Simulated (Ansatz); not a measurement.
[CH₃···H···Cl], doublet along the distance C1-H5

Starting geometry:

```csv
atom,x (Å),y (Å),z (Å)
C,-2.1301,0.0000,0.0000
H,-2.4933,1.0273,0.0000
H,-2.4933,-0.5137,0.8897
H,-2.4933,-0.5137,-0.8897
H,-1.0405,0.0000,0.0000
Cl,0.9639,0.0000,0.0000
```

From there H5 is moved from one fragment to the other while all else, the fragments' distance too, stays fixed, so the hump isn't the reaction's barrier; atoms are numbered as listed. Energies are in kJ/mol, counted from the starting geometry at the same level. Kohn–Sham curves are unrestricted where that lies lower.

Basis cc-pVDZ; Ansatz 0.2.0. Only valence electrons are correlated (noble-gas cores frozen). Prefix R: restricted or restricted open-shell reference; prefix U: unrestricted.

In so small a basis the reference is far from its limit while semilocal and hybrid functionals are nearer theirs (RPA and double hybrids share much of the reference's basis error), so the functionals' errors here hold much of the reference's basis and frozen-core error, which can add to them or hide them.

Full CI isn't at hand for all of this; UCCSDT(Q) serves as the reference, and is uncertain by about the last step of the cluster series.

| distance C1-H5 (Å) | UCCSDT(Q) | PBE | r2SCAN | PBE0 | B3LYP | BHLYP | wB97M-V | B2PLYP | RPA-PBE |
| --- | --- | --- | --- | --- | --- | --- | --- | --- | --- |
| 1.090 | 0.0 | 0.0 | 0.0 | 0.0 | 0.0 | 0.0 | 0.0 | 0.0 | 0.0 |
| 1.183 | 7.9 | -2.7 | 0.6 | 2.3 | 2.1 | 8.4 | 5.6 | 5.5 | 6.4 |
| 1.370 | 51.6 | 21.2 | 27.7 | 33.7 | 34.1 | 50.7 | 43.2 | 43.5 | 48.3 |
| 1.557 | 66.8 | 36.6 | 38.1 | 47.4 | 50.8 | 66.3 | 57.5 | 59.1 | 70.5 |
| 1.744 | 50.1 | 38.7 | 30.6 | 40.0 | 47.2 | 52.2 | 45.8 | 48.2 | 62.1 |
